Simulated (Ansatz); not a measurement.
# CH₆Si: functionals against CCSD(T) at one geometry

The atoms stand at a displaced guess of a reacting structure. How far do the functionals agree with CCSD(T) there?

Program: Ansatz 0.2.0, Gaussian basis. Level of theory: single points in def2-TZVPP. These are calculated values, not measurements.

Correlated methods freeze the cores. B3LYP uses VWN-RPA correlation.

### 1 The system as given

8 atoms, charge 0, spin multiplicity 1.

Atoms are counted from 1 here; the program's logs count them from 0.

Bond lengths: Si1–H2 1.595 Å, Si1–H4 1.540 Å, Si1–H5 1.323 Å, C3–H6 1.045 Å, C3–H7 1.119 Å, C3–H8 1.253 Å. Angles: H2–Si1–H4 106.0°, H2–Si1–H5 116.7°, H4–Si1–H5 101.9°, H6–C3–H7 126.7°, H6–C3–H8 105.1°, H7–C3–H8 102.2°.

Geometry (Å):

```
Si   -1.2787    0.0059    0.7936
H    -0.8371   -0.4639   -0.6651
C     0.6040   -0.1768   -0.6492
H    -0.7776    1.4548    0.9433
H    -0.6879   -0.5935    1.8145
H     1.1348   -0.4987    0.1920
H     0.7579   -0.5120   -1.7059
H     0.8300    1.0532   -0.7255
```

### 2 CCSD(T)/def2-TZVPP

File run/in.yaml:

```yaml
crystal:
  periodic: [false, false, false]
  atoms:
    - {symbol: Si, position_ang: [-1.278700, 0.005900, 0.793600]}
    - {symbol: H, position_ang: [-0.837100, -0.463900, -0.665100]}
    - {symbol: C, position_ang: [0.604000, -0.176800, -0.649200]}
    - {symbol: H, position_ang: [-0.777600, 1.454800, 0.943300]}
    - {symbol: H, position_ang: [-0.687900, -0.593500, 1.814500]}
    - {symbol: H, position_ang: [1.134800, -0.498700, 0.192000]}
    - {symbol: H, position_ang: [0.757900, -0.512000, -1.705900]}
    - {symbol: H, position_ang: [0.830000, 1.053200, -0.725500]}
basis:
  gaussian: {orbitals: def2-TZVPP}
correlation: {method: ccsd_t}
output: {forces: true}
```

No record of the launch command was kept for these runs.

### 3 PBE0-D4/def2-TZVPP

Edit run/in.yaml of step 2 so:

```diff
@@ -13,3 +13,3 @@
   gaussian: {orbitals: def2-TZVPP}
-correlation: {method: ccsd_t}
-output: {forces: true}
+hamiltonian: {xc: pbe0, dispersion: d4}
+output: {forces: true, orbitals: {seedname: orbitals}}
```

### 4 wB97M-V/def2-TZVPP

Edit run/in.yaml of step 3 so:

```diff
@@ -13,3 +13,3 @@
   gaussian: {orbitals: def2-TZVPP}
-hamiltonian: {xc: pbe0, dispersion: d4}
-output: {forces: true, orbitals: {seedname: orbitals}}
+hamiltonian: {xc: {name: wB97M-V}}
+output: {forces: true}
```

### 5 r2SCAN-D4/def2-TZVPP

Edit run/in.yaml of step 4 so:

```diff
@@ -13,3 +13,3 @@
   gaussian: {orbitals: def2-TZVPP}
-hamiltonian: {xc: {name: wB97M-V}}
+hamiltonian: {xc: r2scan, dispersion: d4}
 output: {forces: true}
```

### 6 PBE-D4/def2-TZVPP

Edit run/in.yaml of step 5 so:

```diff
@@ -13,3 +13,3 @@
   gaussian: {orbitals: def2-TZVPP}
-hamiltonian: {xc: r2scan, dispersion: d4}
+hamiltonian: {xc: pbe, dispersion: d4}
 output: {forces: true}
```

### 7 B3LYP-D4/def2-TZVPP

Edit run/in.yaml of step 6 so:

```diff
@@ -13,3 +13,3 @@
   gaussian: {orbitals: def2-TZVPP}
-hamiltonian: {xc: pbe, dispersion: d4}
+hamiltonian: {xc: {name: B3LYP}, dispersion: d4}
 output: {forces: true}
```

### 8 SPW92/def2-TZVPP

Edit run/in.yaml of step 7 so:

```diff
@@ -13,3 +13,3 @@
   gaussian: {orbitals: def2-TZVPP}
-hamiltonian: {xc: {name: B3LYP}, dispersion: d4}
+hamiltonian: {xc: lda}
 output: {forces: true}
```

(Steps that only read results are left out.)

Q: Predict the outcome of this session. Wanted: energy less free atoms, CCSD(T)/def2-TZVPP; RMS force component; RMS force error; HOMO and LUMO, PBE0-D4; T1 diagnostic.

As calculated:

| quantity | value |
| --- | --- |
| energy less free atoms, CCSD(T)/def2-TZVPP | -2183.5 kJ/mol |
| RMS force component | 1.924 to 1.965 eV/Å over the methods |
| RMS force error | PBE0-D4 0.063, wB97M-V 0.128, r2SCAN-D4 0.074, PBE-D4 0.143, B3LYP-D4 0.064, SPW92 0.192 eV/Å |
| HOMO and LUMO, PBE0-D4 | -5.84 and -1.08 eV |
| T1 diagnostic | 0.018 |

**Reading.** Against CCSD(T) the functionals' energies less atoms differ by -353.5 to -37.1 kJ/mol, PBE-D4 by -72.3 kJ/mol. A larger basis would deepen the CCSD(T) value, while the functionals are nearly converged already, so the order here is not reliable. The forces of PBE0-D4 come nearest to CCSD(T), those of SPW92 are farthest. Frozen-core CCSD(T) forces in triple zeta carry basis errors of their own, and this is one geometry, so small gaps rank nothing. The restricted Hartree–Fock reference is unstable towards an unrestricted one at one or more of these structures.
